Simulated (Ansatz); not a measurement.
**Si₂C+ (quartet): wave-function methods side by side, def2-TZVPP**

The task here is to estimate one member of a computed series from the others.

Computed with Ansatz 0.2.0, Gaussian basis. Level: def2-TZVPP, core rule «outside noble gas», up to 11 orbitals frozen.

Plan: UHF; ROHF; CCSD(T) on UHF.

2 further runs of the same task are left out: 2 set aside as unsound or not needed.

### The system

The geometry is a PBE0/def2-TZVP stationary point (not a proven minimum) of the parent state, kept for this charge and spin.

3 atoms, charge 1, spin multiplicity 4.

Atoms are counted from 1 here; the program's logs count them from 0.

Bond lengths: C1–Si2 1.825 Å, C1–Si3 1.757 Å, Si2–Si3 2.287 Å. Angles: Si2–C1–Si3 79.3°, C1–Si2–Si3 49.0°, C1–Si3–Si2 51.6°.

The first run:

in.yaml reads:

```yaml
crystal:
  periodic: [false, false, false]
  atoms:
    - {symbol: C, position_ang: [0.000000, -1.134324, -0.058627]}
    - {symbol: Si, position_ang: [0.000000, 0.227422, 1.155842]}
    - {symbol: Si, position_ang: [0.000000, 0.257669, -1.130771]}
basis:
  gaussian: {orbitals: def2-TZVPP}
total_charge: 1
magnetization: {spin_polarized: true, initial_magnetization: 3}
hamiltonian: {xc: hf}
output: {orbitals: {seedname: orbitals}}
```

Started as:

```bash
$ ansatz run in.yaml --threads 1 --pin off --events-out ev --progress --plain --max-ram 2816MiB --backend cpu
```

Steps of the session up to this table: UHF; ROHF; CCSD(T) on UHF.

One of the session's tables, all rows but one given; the rest of the session is left out.

It belongs to the step «Misses and costs». 

```
  method  from UCCSD(T) (kJ/mol)
    ROHF                  +897.5
     UHF                  +854.9
    UMP2                  +138.8
   UCCSD                       ?
UCCSD(T)                       0
```

Estimate the missing values for UCCSD.

As computed: from UCCSD(T) (kJ/mol): +60.8. In the column «from UCCSD(T) (kJ/mol)» it lies between UCCSD(T) (0) and UMP2 (+138.8).
